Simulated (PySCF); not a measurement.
Match the barriers

Saddle point of SiH5SF, closed shell (SiH₃F ([F][SiH3]) + H₂S → SiH₄S ([SiH3][SH]) + HF; bonds formed: Si1–S7, F2–H6; bonds broken: Si1–F2, H6–S7), PBE0-D4/def2-TZVP structure:

| atom | x (Å) | y (Å) | z (Å) |
| --- | --- | --- | --- |
| Si1 | -0.5289 | 0.1460 | -0.5831 |
| F2 | 1.2407 | -0.5257 | -0.8076 |
| H3 | -1.0665 | -1.0205 | -1.3157 |
| H4 | -1.7397 | 0.7209 | 0.0904 |
| H5 | -0.0437 | 1.3291 | -1.3364 |
| H6 | 1.2301 | -0.7267 | 0.4394 |
| S7 | 0.2507 | -0.5797 | 1.5879 |
| H8 | 0.6572 | 0.6568 | 1.9250 |

PySCF 2.14 with density fitting (its default auxiliary sets; JK sets also for MP2 and CCSD(T)); basis: def2-TZVPP, with def2-QZVPP for the basis limit; cores frozen in the correlated methods. Extrapolation: Hartree–Fock as exp(−7.88 √X), correlation as X^−2.97. Four methods, as single points on the PBE0-D4 structures, gave these electronic barriers from the start structure: 33.50, 38.85, 44.43, 65.62 kcal/mol.

Problem. The methods were, in alphabetical order, HF, MP2, PBE-D4, r2SCAN-D4. Which gave which? (Judge from chemistry; the calculation decides.)

Solution. Computed: PBE-D4 33.50; r2SCAN-D4 38.85; MP2 44.43; HF 65.62 kcal/mol. For comparison, CCSD(T) at an estimated basis limit (MP2 extrapolated from triple and quadruple zeta, plus CCSD(T) − MP2 in triple zeta) gives 45.33 kcal/mol.

The T1 diagnostic stays at or below 0.013.

Labels in which every atom is bracketed show which atoms are joined, not bond orders.

For scale, one of the runs: CCSD(T)/def2-TZVPP, 185 basis functions, launched by `OMP_NUM_THREADS=4 python run.py`. Time: 7.6 min of wall clock on 4 CPU threads of an Intel Xeon; the host was shared. Peak host memory: 1.9 GiB.
